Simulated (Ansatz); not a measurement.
Ansatz (an electronic-structure program) input (HF/6-31G*):

Ansatz 0.2 input:
```yaml
crystal:
  periodic: [false, false, false]
  atoms:
    - {symbol: C, position_ang: [0.00188776, -0.00004275, 0.19591682]}
    - {symbol: C, position_ang: [-0.00756118, 1.48777187, -0.02185795]}
    - {symbol: C, position_ang: [1.29184322, -0.73751317, -0.03486395]}
    - {symbol: C, position_ang: [-1.28492531, -0.75024413, -0.01003823]}
    - {symbol: H, position_ang: [-0.01904099, 1.73638063, -1.08590767]}
    - {symbol: H, position_ang: [-0.88415783, 1.94930475, 0.42301101]}
    - {symbol: H, position_ang: [0.87284106, 1.95798550, 0.40608331]}
    - {symbol: H, position_ang: [1.49729361, -0.86040656, -1.10108498]}
    - {symbol: H, position_ang: [2.13621194, -0.20559062, 0.39343797]}
    - {symbol: H, position_ang: [1.26522670, -1.73160725, 0.40149738]}
    - {symbol: H, position_ang: [-1.50965580, -0.87526290, -1.07211471]}
    - {symbol: H, position_ang: [-1.24008600, -1.74398517, 0.42563466]}
    - {symbol: H, position_ang: [-2.12609964, -0.22664929, 0.43450295]}
basis:
  gaussian:
    orbitals: 6-31G*
hamiltonian:
  xc: {name: HF}
magnetization: {spin_polarized: true, initial_magnetization: 1}
phonons: {temperatures: {t_min: 298.15, t_max: 298.15, t_step: 100}}
```

Output:

```
WARN ansatz: RAYON_NUM_THREADS=1 ignored (pool sized by the plan → 1); use --threads N
Functional definition: HF
integrals: 0.03 GiB planned
970 factors; integrals over basis functions are off by at most 4.0e-4 eV
mean field: 0.29 GiB planned
mean field evaluation 1: about -4260.5757 eV, gradient 2.0e1 eV
mean field evaluation 2: about -4260.6437 eV, gradient 2.0e1 eV
mean field evaluation 4: about -4263.2855 eV, gradient 2.4e0 eV
mean field evaluation 8: about -4263.3423 eV, gradient 3.2e-1 eV
mean field evaluation 16: about -4263.3441 eV, gradient 1.8e-5 eV
mean field -4263.34413963 eV, -156.6750073329 hartree, gradient 1.8e-5 eV, S^2 0.763210; 0 other end points of the search recorded, 0 dependent functions left out
the calculation of the forces begins
reference -4263.34413963 eV, -156.6750073329 hartree; 17, 16 occupied and 61, 62 virtual orbitals, 970 factors
these checks for a lower state are left out or cut short: stability, starts, cluster_reference, orbital_swaps, neighbouring_geometries, increment
integrals: 0.03 GiB planned
970 factors; integrals over basis functions are off by at most 4.0e-4 eV
mean field: 0.29 GiB planned
mean field -4263.34396312 eV, -156.6750008465 hartree, gradient 1.5e-6 eV, S^2 0.763210; 0 other end points of the search recorded, 0 dependent functions left out
the calculation of the forces begins
reference -4263.34396312 eV, -156.6750008465 hartree; 17, 16 occupied and 61, 62 virtual orbitals, 970 factors
these checks for a lower state are left out or cut short: stability, starts, cluster_reference, orbital_swaps, neighbouring_geometries, increment
integrals: 0.03 GiB planned
970 factors; integrals over basis functions are off by at most 4.0e-4 eV
mean field: 0.29 GiB planned
mean field -4263.34396239 eV, -156.6750008195 hartree, gradient 1.5e-6 eV, S^2 0.763211; 0 other end points of the search recorded, 0 dependent functions left out
the calculation of the forces begins
reference -4263.34396239 eV, -156.6750008195 hartree; 17, 16 occupied and 61, 62 virtual orbitals, 970 factors
these checks for a lower state are left out or cut short: stability, starts, cluster_reference, orbital_swaps, neighbouring_geometries, increment
integrals: 0.03 GiB planned
970 factors; integrals over basis functions are off by at most 4.0e-4 eV
mean field: 0.29 GiB planned
mean field evaluation 32: about -4263.3440 eV, gradient 9.6e-2 eV
mean field -4263.34402460 eV, -156.6750031058 hartree, gradient 1.5e-6 eV, S^2 0.763179; 0 other end points of the search recorded, 0 dependent functions left out
the calculation of the forces begins
reference -4263.34402460 eV, -156.6750031058 hartree; 17, 16 occupied and 61, 62 virtual orbitals, 970 factors
these checks for a lower state are left out or cut short: stability, starts, cluster_reference, orbital_swaps, neighbouring_geometries, increment
integrals: 0.03 GiB planned
970 factors; integrals over basis functions are off by at most 4.0e-4 eV
mean field: 0.29 GiB planned
mean field -4263.34402136 eV, -156.6750029867 hartree, gradient 3.0e-6 eV, S^2 0.763242; 0 other end points of the search recorded, 0 dependent functions left out
the calculation of the forces begins
reference -4263.34402136 eV, -156.6750029867 hartree; 17, 16 occupied and 61, 62 virtual orbitals, 970 factors
these checks for a lower state are left out or cut short: stability, starts, cluster_reference, orbital_swaps, neighbouring_geometries, increment
integrals: 0.03 GiB planned
970 factors; integrals over basis functions are off by at most 4.0e-4 eV
mean field: 0.29 GiB planned
mean field -4263.34394075 eV, -156.6750000244 hartree, gradient 1.4e-6 eV, S^2 0.763210; 0 other end points of the search recorded, 0 dependent functions left out
the calculation of the forces begins
reference -4263.34394075 eV, -156.6750000244 hartree; 17, 16 occupied and 61, 62 virtual orbitals, 970 factors
these checks for a lower state are left out or cut short: stability, starts, cluster_reference, orbital_swaps, neighbouring_geometries, increment
integrals: 0.03 GiB planned
970 factors; integrals over basis functions are off by at most 4.0e-4 eV
mean field: 0.29 GiB planned
mean field -4263.34394077 eV, -156.6750000248 hartree, gradient 1.4e-6 eV, S^2 0.763210; 0 other end points of the search recorded, 0 dependent functions left out
the calculation of the forces begins
reference -4263.34394077 eV, -156.6750000248 hartree; 17, 16 occupied and 61, 62 virtual orbitals, 970 factors
these checks for a lower state are left out or cut short: stability, starts, cluster_reference, orbital_swaps, neighbouring_geometries, increment
integrals: 0.03 GiB planned
970 factors; integrals over basis functions are off by at most 4.0e-4 eV
mean field: 0.29 GiB planned
[...]
970 factors; integrals over basis functions are off by at most 4.0e-4 eV
mean field: 0.29 GiB planned
mean field -4263.34410777 eV, -156.6750061621 hartree, gradient 1.5e-6 eV, S^2 0.763208; 0 other end points of the search recorded, 0 dependent functions left out
the calculation of the forces begins
reference -4263.34410777 eV, -156.6750061621 hartree; 17, 16 occupied and 61, 62 virtual orbitals, 970 factors
these checks for a lower state are left out or cut short: stability, starts, cluster_reference, orbital_swaps, neighbouring_geometries, increment
integrals: 0.03 GiB planned
970 factors; integrals over basis functions are off by at most 4.0e-4 eV
mean field: 0.29 GiB planned
mean field -4263.34410759 eV, -156.6750061554 hartree, gradient 1.5e-6 eV, S^2 0.763212; 0 other end points of the search recorded, 0 dependent functions left out
the calculation of the forces begins
reference -4263.34410759 eV, -156.6750061554 hartree; 17, 16 occupied and 61, 62 virtual orbitals, 970 factors
these checks for a lower state are left out or cut short: stability, starts, cluster_reference, orbital_swaps, neighbouring_geometries, increment
integrals: 0.03 GiB planned
970 factors; integrals over basis functions are off by at most 4.0e-4 eV
mean field: 0.29 GiB planned
mean field -4263.34411683 eV, -156.6750064950 hartree, gradient 2.1e-6 eV, S^2 0.763208; 0 other end points of the search recorded, 0 dependent functions left out
the calculation of the forces begins
reference -4263.34411683 eV, -156.6750064950 hartree; 17, 16 occupied and 61, 62 virtual orbitals, 970 factors
these checks for a lower state are left out or cut short: stability, starts, cluster_reference, orbital_swaps, neighbouring_geometries, increment
integrals: 0.03 GiB planned
970 factors; integrals over basis functions are off by at most 4.0e-4 eV
mean field: 0.29 GiB planned
mean field evaluation 224: about -4263.3441 eV, gradient 1.8e-6 eV
mean field -4263.34411799 eV, -156.6750065376 hartree, gradient 1.9e-6 eV, S^2 0.763212; 0 other end points of the search recorded, 0 dependent functions left out
the calculation of the forces begins
reference -4263.34411799 eV, -156.6750065376 hartree; 17, 16 occupied and 61, 62 virtual orbitals, 970 factors
these checks for a lower state are left out or cut short: stability, starts, cluster_reference, orbital_swaps, neighbouring_geometries, increment
integrals: 0.03 GiB planned
970 factors; integrals over basis functions are off by at most 4.0e-4 eV
mean field: 0.29 GiB planned
mean field -4263.34408028 eV, -156.6750051519 hartree, gradient 1.7e-6 eV, S^2 0.763199; 0 other end points of the search recorded, 0 dependent functions left out
the calculation of the forces begins
reference -4263.34408028 eV, -156.6750051519 hartree; 17, 16 occupied and 61, 62 virtual orbitals, 970 factors
these checks for a lower state are left out or cut short: stability, starts, cluster_reference, orbital_swaps, neighbouring_geometries, increment
integrals: 0.03 GiB planned
970 factors; integrals over basis functions are off by at most 4.1e-4 eV
mean field: 0.29 GiB planned
mean field -4263.34408044 eV, -156.6750051577 hartree, gradient 1.7e-6 eV, S^2 0.763221; 0 other end points of the search recorded, 0 dependent functions left out
the calculation of the forces begins
reference -4263.34408044 eV, -156.6750051577 hartree; 17, 16 occupied and 61, 62 virtual orbitals, 970 factors
these checks for a lower state are left out or cut short: stability, starts, cluster_reference, orbital_swaps, neighbouring_geometries, increment
integrals: 0.03 GiB planned
970 factors; integrals over basis functions are off by at most 4.0e-4 eV
mean field: 0.29 GiB planned
mean field -4263.34412078 eV, -156.6750066402 hartree, gradient 2.9e-6 eV, S^2 0.763209; 0 other end points of the search recorded, 0 dependent functions left out
the calculation of the forces begins
reference -4263.34412078 eV, -156.6750066402 hartree; 17, 16 occupied and 61, 62 virtual orbitals, 970 factors
these checks for a lower state are left out or cut short: stability, starts, cluster_reference, orbital_swaps, neighbouring_geometries, increment
integrals: 0.03 GiB planned
970 factors; integrals over basis functions are off by at most 4.0e-4 eV
mean field: 0.29 GiB planned
mean field -4263.34412108 eV, -156.6750066513 hartree, gradient 2.9e-6 eV, S^2 0.763211; 0 other end points of the search recorded, 0 dependent functions left out
the calculation of the forces begins
reference -4263.34412108 eV, -156.6750066513 hartree; 17, 16 occupied and 61, 62 virtual orbitals, 970 factors
these checks for a lower state are left out or cut short: stability, starts, cluster_reference, orbital_swaps, neighbouring_geometries, increment
integrals: 0.03 GiB planned
970 factors; integrals over basis functions are off by at most 4.0e-4 eV
mean field: 0.29 GiB planned
mean field evaluation 256: about -4263.3440 eV, gradient 2.6e-6 eV
mean field -4263.34404246 eV, -156.6750037620 hartree, gradient 2.6e-6 eV, S^2 0.763207; 0 other end points of the search recorded, 0 dependent functions left out
the calculation of the forces begins
reference -4263.34404246 eV, -156.6750037620 hartree; 17, 16 occupied and 61, 62 virtual orbitals, 970 factors
these checks for a lower state are left out or cut short: stability, starts, cluster_reference, orbital_swaps, neighbouring_geometries, increment
integrals: 0.03 GiB planned
970 factors; integrals over basis functions are off by at most 4.0e-4 eV
mean field: 0.29 GiB planned
mean field -4263.34404274 eV, -156.6750037724 hartree, gradient 2.5e-6 eV, S^2 0.763213; 0 other end points of the search recorded, 0 dependent functions left out
the calculation of the forces begins
reference -4263.34404274 eV, -156.6750037724 hartree; 17, 16 occupied and 61, 62 virtual orbitals, 970 factors
these checks for a lower state are left out or cut short: stability, starts, cluster_reference, orbital_swaps, neighbouring_geometries, increment
integrals: 0.03 GiB planned
970 factors; integrals over basis functions are off by at most 4.0e-4 eV
mean field: 0.29 GiB planned
mean field -4263.34410723 eV, -156.6750061424 hartree, gradient 1.5e-6 eV, S^2 0.763208; 0 other end points of the search recorded, 0 dependent functions left out
the calculation of the forces begins
reference -4263.34410723 eV, -156.6750061424 hartree; 17, 16 occupied and 61, 62 virtual orbitals, 970 factors
these checks for a lower state are left out or cut short: stability, starts, cluster_reference, orbital_swaps, neighbouring_geometries, increment
integrals: 0.03 GiB planned
970 factors; integrals over basis functions are off by at most 4.0e-4 eV
mean field: 0.29 GiB planned
mean field -4263.34410705 eV, -156.6750061356 hartree, gradient 1.4e-6 eV, S^2 0.763212; 0 other end points of the search recorded, 0 dependent functions left out
the calculation of the forces begins
reference -4263.34410705 eV, -156.6750061356 hartree; 17, 16 occupied and 61, 62 virtual orbitals, 970 factors
Total energy: -4263.34413963 eV, -156.6750073329 hartree
Atom 0 at     0.001888    -0.000043     0.195917 Å, force     0.000008    -0.000000     0.000879 eV/Å
Atom 1 at    -0.007561     1.487772    -0.021858 Å, force    -0.000000    -0.000783    -0.000400 eV/Å
Atom 2 at     1.291843    -0.737513    -0.034864 Å, force    -0.000684     0.000388    -0.000393 eV/Å
Atom 3 at    -1.284925    -0.750244    -0.010038 Å, force     0.000672     0.000395    -0.000407 eV/Å
Atom 4 at    -0.019041     1.736381    -1.085908 Å, force    -0.000001     0.000241     0.000017 eV/Å
Atom 5 at    -0.884158     1.949305     0.423011 Å, force     0.000114    -0.000001     0.000044 eV/Å
Atom 6 at     0.872841     1.957986     0.406083 Å, force    -0.000113    -0.000002     0.000046 eV/Å
Atom 7 at     1.497294    -0.860407    -1.101085 Å, force     0.000210    -0.000120     0.000015 eV/Å
Atom 8 at     2.136212    -0.205591     0.393438 Å, force    -0.000057    -0.000098     0.000045 eV/Å
Atom 9 at     1.265227    -1.731607     0.401497 Å, force     0.000055     0.000099     0.000044 eV/Å
Atom 10 at    -1.509656    -0.875263    -1.072115 Å, force    -0.000208    -0.000122     0.000019 eV/Å
Atom 11 at    -1.240086    -1.743985     0.425635 Å, force    -0.000055     0.000098     0.000045 eV/Å
Atom 12 at    -2.126100    -0.226649     0.434503 Å, force     0.000059    -0.000097     0.000044 eV/Å
Dipole moment:    -0.000425     0.000010    -0.044069 e Å
Vibrations: 142.10 157.21 157.28 287.81 397.05 397.06 799.64 1026.66 1026.66 1055.53 1087.97 1087.98 1206.08 1393.89 1393.89 1553.81 1553.81 1577.05 1620.28 1622.92 1622.93 1640.25 1640.26 1642.30 3137.71 3137.73 3146.44 3220.03 3220.04 3226.66 3254.35 3261.82 3261.83 cm⁻¹, zero-point energy 3.406900 eV
```

The blocks after the first are displaced geometries, from whose forces the wavenumbers follow.
